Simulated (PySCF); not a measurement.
# State search for LiC

Unrestricted PBE0; basis Li aug-pcseg-1, C aug-pcseg-1; no relativity; PySCF 2.14. Outer shells of the fragments: Li 2s1; C 2s2 2p2.

Followed along the bond (rough minima from three points):

```json
{"2Ms+1": "4", "unpaired": "σ ↑, π ↑↑", "⟨S²⟩ at the start": "3.75", "R at minimum (Å)": "1.90", "Te (eV)": "0.00"}
{"2Ms+1": "2", "unpaired": "σ ↑, π ↑↓", "⟨S²⟩ at the start": "1.76", "R at minimum (Å)": "1.91", "Te (eV)": "0.75"}
{"2Ms+1": "2", "unpaired": "σ ↓, π ↑↑", "⟨S²⟩ at the start": "1.76", "R at minimum (Å)": "1.92", "Te (eV)": "0.79"}
{"2Ms+1": "2", "unpaired": "π ↑", "⟨S²⟩ at the start": "0.76", "R at minimum (Å)": "none in the scan", "Te (eV)": "≤ 1.50"}
```

Solutions found at the starting distance of 1.995 Å, counted from the lowest of them; the search is not exhaustive and high or unbound solutions are not listed, so other states can lie among these:

```tsv
2Ms+1	unpaired	term	E (eV)	⟨S²⟩	⟨Lz²⟩	μ (D)
4	σ ↑, π ↑↑	⁴Σ⁻	0.00	3.75	0.00	-6.59
2	σ ↑, π ↑↓	mixed	0.75	1.76	2.01	-6.56
2	σ ↓, π ↑↑	mixed	0.78	1.76	0.00	-6.70
2	π ↑	²Π	1.49	0.76	1.00	-6.47
2	σ ↑	mixed	1.88	0.76	2.00	-6.14
2	π ↑	²Π	2.44	0.76	1.02	-5.89
```

A term symbol is given only where ⟨S²⟩ and ⟨Lz²⟩ are close to those of a pure state; real π, δ and φ orbitals otherwise mix terms. A positive dipole means Li(−)C(+).
